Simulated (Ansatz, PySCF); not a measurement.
# Band gap of rock-salt MgS at several levels of theory

No measured value is used here.

```csv
level (code),value (eV),cell (Å³/atom)
LDA (Ansatz),2.56 (indirect),17.61
BLYP (Ansatz),2.84 (indirect),17.61
PBE (Ansatz),2.79 (indirect),17.61
PBEsol (Ansatz),2.70 (indirect),17.61
rVV10 (Ansatz),2.70 (indirect),17.98
r²SCAN-D4 (Ansatz),3.49 (indirect),17.41
PBE0 (Ansatz),4.53 (indirect),17.61
r²SCANh (Ansatz),4.07 (indirect),17.54
Hartree–Fock (Ansatz),10.33 (indirect),17.61
G0W0@Hartree–Fock (PySCF),6.42 ± 0.06,17.61
G0W0@HSE06 (Ansatz),4.86 (indirect),17.61
```

Computed values are for a static lattice.  A ± on a computed value is a rough bar: the spread of its extrapolation, a floor set from checks against published values, or a statistical error. G0W0@HSE06: GW on a hybrid start was not checked against another program. Values are at the measured cell; rVV10 at the level's own equilibrium cell; r²SCAN-D4 at the level's own equilibrium cell; r²SCANh at the level's own equilibrium cell. Cutoffs and k meshes differ between the levels. Ansatz's density-functional and Hartree–Fock values are scalar-relativistic unless marked +SOC, with PAW data made under PBE.

Ansatz is a quantum-chemistry and plane-wave program.
